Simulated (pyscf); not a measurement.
# Four-centre exchange: `[OH][Si]([OH])([OH])[F]` + `[H][H]` → `[OH][Si]([OH])([OH])[F]` + `[H][H]`

Gas phase, singlet surface, charge 0. Bonds broken: O1–H6, H9–H10. Bonds formed: O1–H9, H6–H10. Single points on ωB97X-D3(BJ)/def2-SVP structures (PySCF, gas phase).

Transition state (Å):

```xyz
10

O     -0.0597     0.6184     0.5058
Si    -0.9905    -0.5873    -0.1117
O     -0.2221    -1.5209    -1.2267
O     -2.3152     0.0765    -0.8181
F     -1.4307    -1.5392     1.1232
H     -0.1256     1.8861     0.1487
H      0.5093    -2.0649    -0.9179
H     -2.8395    -0.4901    -1.3927
H     -0.5033     1.7180     1.0822
H     -0.4744     2.6783     0.7088
```

One imaginary mode, 2746i cm⁻¹; descent along it reached the two sides named.

```json
[
 {"bond": "O1–H6", "change": "breaks", "reactant side (Å)": "0.963", "saddle": "1.319", "product side": "3.0"},
 {"bond": "H9–H10", "change": "breaks", "reactant side (Å)": "0.760", "saddle": "1.031", "product side": "2.421"},
 {"bond": "O1–H9", "change": "forms", "reactant side (Å)": "3.1", "saddle": "1.318", "product side": "0.964"},
 {"bond": "H6–H10", "change": "forms", "reactant side (Å)": "2.076", "saddle": "1.031", "product side": "0.761"}
]
```

Electronic energies relative to the separated reactants (kJ/mol):

| level | barrier | reaction energy | reverse barrier |
|---|---|---|---|
| ωB97X-D3(BJ)/def2-TZVP | 289.0 | 0.0 | 289.0 |
| PBE/def2-TZVP | 247.7 | 0.0 | 247.7 |
| r²SCAN/def2-TZVP | 268.5 | 0.0 | 268.5 |
| B3LYP-D3(BJ)/def2-TZVP | 277.1 | 0.0 | 277.1 |
| PBE0-D3(BJ)/def2-TZVP | 270.1 | 0.0 | 270.1 |
| M06-2X/def2-TZVP | 297.0 | 0.0 | 297.0 |
| ωB97M-D3(BJ)/def2-TZVP | 283.4 | 0.0 | 283.4 |
| HF/def2-TZVP | 375.2 | 0.0 | 375.2 |

With ωB97M-D3(BJ)/def2-TZVP energies and thermal terms (ideal gas, 1 atm, RRHO with modes under 100 cm⁻¹ raised to 100, one conformer, R ln 2 for chiral ones without a mode under 150 cm⁻¹), in kJ/mol:

```json
[
 {"T (K)": "298", "ΔH‡": "279.4", "ΔG‡": "311.9", "ΔH": "0.0", "ΔG": "0.0"},
 {"T (K)": "600", "ΔH‡": "275.7", "ΔG‡": "346.6", "ΔH": "0.0", "ΔG": "0.0"},
 {"T (K)": "900", "ΔH‡": "275.0", "ΔG‡": "382.2", "ΔH": "0.0", "ΔG": "0.0"},
 {"T (K)": "1200", "ΔH‡": "276.2", "ΔG‡": "417.8", "ΔH": "0.0", "ΔG": "0.0"}
]
```

The same reactants have a lower exit, to H₂O + HO–SiH(OH)–F (barrier +229.1 kJ/mol at ωB97M-D3(BJ)/def2-TZVP, against +283.4 kJ/mol here). This is the saddle that the search found; another between the same sides may lie lower.
